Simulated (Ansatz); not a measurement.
Atomization energy of C₂H₇N, singlet, from cheap to dear

Geometry (MP2(full)/6-31G*, from the G2/97 set):

```yaml
atoms:
  - { symbol: C, position_ang: [1.2512, -0.3695, 0.0000] }
  - { symbol: C, position_ang: [0.0412, 0.5600, 0.0000] }
  - { symbol: N, position_ang: [-1.2641, -0.1034, 0.0000] }
  - { symbol: H, position_ang: [2.1905, 0.1926, 0.0000] }
  - { symbol: H, position_ang: [1.2430, -1.0137, 0.8849] }
  - { symbol: H, position_ang: [1.2430, -1.0137, -0.8849] }
  - { symbol: H, position_ang: [0.0758, 1.2150, -0.8765] }
  - { symbol: H, position_ang: [0.0758, 1.2150, 0.8765] }
  - { symbol: H, position_ang: [-1.3311, -0.7143, 0.8131] }
  - { symbol: H, position_ang: [-1.3311, -0.7143, -0.8131] }
```

Measured, as an electronic atomization energy: 877.2 kcal/mol (G2/97 heats of formation of molecule and atoms, with zero-point and thermal terms from B3LYP taken off; Curtiss et al., J. Chem. Phys. 106, 1063 (1997), Staroverov et al., J. Chem. Phys. 119, 12129 (2003)). The measured value holds scalar relativity and spin–orbit coupling, which all computed ones lack, and core correlation, which the wave-function levels lack. Atoms are taken at the same level; beside RHF, RMP2 and RCC rows they are unrestricted. Ansatz 0.2.0; the 6-31G* set has Cartesian d functions; a miss is computed less measured; times are wall times on shared hosts and scatter by a factor of two or so.

| level | basis | miss (kcal/mol) | time of the run | hardware |
| --- | --- | --- | --- | --- |
| RHF | cc-pVDZ | -247.8 | 0.6 s | 1 CPU thread |
| RMP2 | cc-pVDZ | -62.8 | – | – |
| RCCSD(T) | cc-pVDZ | -65.3 | 2 s | 1 CPU thread |
| RCCSDT(Q) | cc-pVDZ | -64.8 | 6 s | H100 + 5 CPU threads |
| RHF | cc-pVTZ | -236.5 | – | – |
| RMP2 | cc-pVTZ | -17.3 | – | – |
| RCCSD(T) | cc-pVTZ | -21.0 | 2.5 s | H100 + 5 CPU threads |
| RCCSDT(Q) | cc-pVTZ | -21.0 | 4.1 min | H100 + 5 CPU threads |
| RHF | cc-pVQZ | -235.1 | – | – |
| RMP2 | cc-pVQZ | -4.0 | – | – |
| RCCSD(T) | cc-pVQZ | -8.5 | 4 s | H100 + 5 CPU threads |

HF's time is that of a plain UHF run. A dash: the level came out of a higher level's run.

A composite of the best parts (restricted reference, at this geometry, which isn't the minimum of the high levels):

```csv
part,kcal/mol
"Hartree–Fock limit (T, Q; exp(−5.46 √X))",642.53
"CCSD(T) correlation limit (T, Q; X⁻³)",234.64
CCSDT − CCSD(T) (TZ),-0.49
(Q) (TZ),0.50
sum,877.2
sum less measured,0.0
```
